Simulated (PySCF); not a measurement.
H₃Si, SMILES [SiH3], multiplicity 2. Geometry optimised at B3LYP-D3(BJ)/def2-TZVPD. The isomer is the one that the SMILES or the coordinates give; other isomers of the formula were not compared.

Calculation: B3LYP-D3(BJ)/def2-TZVPD in PySCF.

Harmonic wavenumbers (cm⁻¹): 768, 936, 936, 2192, 2231, 2231. Rotational constants (GHz): 141.3, 141.3, 83.91; symmetry number 3.

Task: Work out the zero-point energy and the ideal-gas rigid-rotor harmonic-oscillator thermochemistry at 298.15 K and 1 atm.

Result: ZPE = ½ Σ hcν = ½ × 9295 cm⁻¹ = 13.29 kcal/mol. H − E(el) = 15.77 kcal/mol. Entropy in cal/(mol K): translation 36.24, rotation 13.73, vibration 0.48, spin 1.38, total 51.82. G − E(el) = 0.32 kcal/mol. Cp = 9.57 cal/(mol K).
